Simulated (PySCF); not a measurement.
Compound: C5H12O.
SMILES: `CCCCCO`

Torsions of this conformer, `[CH3:1][CH2:2][CH2:3][CH2:4][CH2:5][OH:6]`: C1–C2–C3–C4 180°, C2–C3–C4–C5 -179°, C3–C4–C5–O6 -177°, H–O6–C5–C4 -60°.

The closed-shell ground state was solved at several levels (PySCF, density fitting, gas phase, non-relativistic). The structure is a single PBE0-D3(BJ)/def2-SVP conformer in the gas phase; no vibrational or solvent corrections.

```json
{"level": "BHandHLYP/def2-SVPD", "basis functions": "219", "total energy (Eh)": "-272.6265", "HOMO (eV)": "-9.41", "LUMO (eV)": "1.13", "gap (eV)": "10.54", "dipole (D)": "1.86"}
{"level": "PBE0/def2-SVP", "basis functions": "144", "total energy (Eh)": "-272.4552", "HOMO (eV)": "-7.52", "LUMO (eV)": "1.74", "gap (eV)": "9.26", "dipole (D)": "1.66"}
{"level": "PBE/def2-SVPD", "basis functions": "219", "total energy (Eh)": "-272.4345", "HOMO (eV)": "-6.22", "LUMO (eV)": "-0.13", "gap (eV)": "6.09", "dipole (D)": "1.72"}
{"level": "PBE0/def2-SVPD", "basis functions": "219", "total energy (Eh)": "-272.4763", "HOMO (eV)": "-7.84", "LUMO (eV)": "0.63", "gap (eV)": "8.47", "dipole (D)": "1.78"}
{"level": "wB97X-D/pcSseg-1", "basis functions": "162", "total energy (Eh)": "-272.8593", "HOMO (eV)": "-9.63", "LUMO (eV)": "3.24", "gap (eV)": "12.87", "dipole (D)": "1.78"}
{"level": "PBE0/6-31+G*", "basis functions": "132", "total energy (Eh)": "-272.6531", "HOMO (eV)": "-7.74", "LUMO (eV)": "0.41", "gap (eV)": "8.15", "dipole (D)": "1.92"}
{"level": "BP86/pcSseg-1", "basis functions": "162", "total energy (Eh)": "-272.9428", "HOMO (eV)": "-6.11", "LUMO (eV)": "0.62", "gap (eV)": "6.73", "dipole (D)": "1.65"}
{"level": "LC-wPBE/def2-SVPD", "basis functions": "219", "total energy (Eh)": "-272.6462", "HOMO (eV)": "-10.65", "LUMO (eV)": "2.42", "gap (eV)": "13.07", "dipole (D)": "1.86"}
{"level": "CAM-B3LYP/pcSseg-1", "basis functions": "162", "total energy (Eh)": "-272.8022", "HOMO (eV)": "-9.14", "LUMO (eV)": "2.22", "gap (eV)": "11.36", "dipole (D)": "1.77"}
{"level": "HF/pcSseg-1", "basis functions": "162", "total energy (Eh)": "-271.1401", "HOMO (eV)": "-11.73", "LUMO (eV)": "4.28", "gap (eV)": "16.01", "dipole (D)": "1.91"}
```

**Question.** Estimate the row for PBE0/pcSseg-1, a basis of 162 functions; the other rows only guide the guess.

**Answer.** Total energy -272.6192 Eh, HOMO -7.68 eV, LUMO 1.39 eV, gap 9.07 eV, dipole 1.74 D.

**Question.** Over all these levels, which gives the widest orbital gap and which the narrowest?

**Answer.** HF/pcSseg-1 (Hartree–Fock, all exact exchange) has the widest, 16.01 eV, and PBE/def2-SVPD (GGA) the narrowest, 6.09 eV. Functional and basis both differ between the two, so the spread mixes both effects.

**Question.** How much does the basis alone move the frontier levels among the 4 PBE0 rows (the withheld one included)?

**Answer.** The HOMO by 0.32 eV and the LUMO by 1.33 eV. By rising basis size (HOMO, LUMO in eV): 6-31+G* -7.74, 0.41; def2-SVP -7.52, 1.74; pcSseg-1 -7.68, 1.39; def2-SVPD -7.84, 0.63.

**Question.** In the pcSseg-1 basis, how does the gap go with the fixed share of exact exchange?

**Answer.** BP86 (0 %) 6.73 eV; PBE0 (25 %) 9.07 eV; HF (100 %) 16.01 eV. Each rise in the share widens the gap here.

**Question.** How far do the dipole and the HOMO energy spread over the levels?

**Answer.** The dipole runs from 1.65 to 1.92 D (mean 1.79 D) and the HOMO from -11.73 to -6.11 eV.

The pairwise dispersion term of wB97X-D wasn't added to the energies; at a given geometry it leaves orbitals and properties as they are.
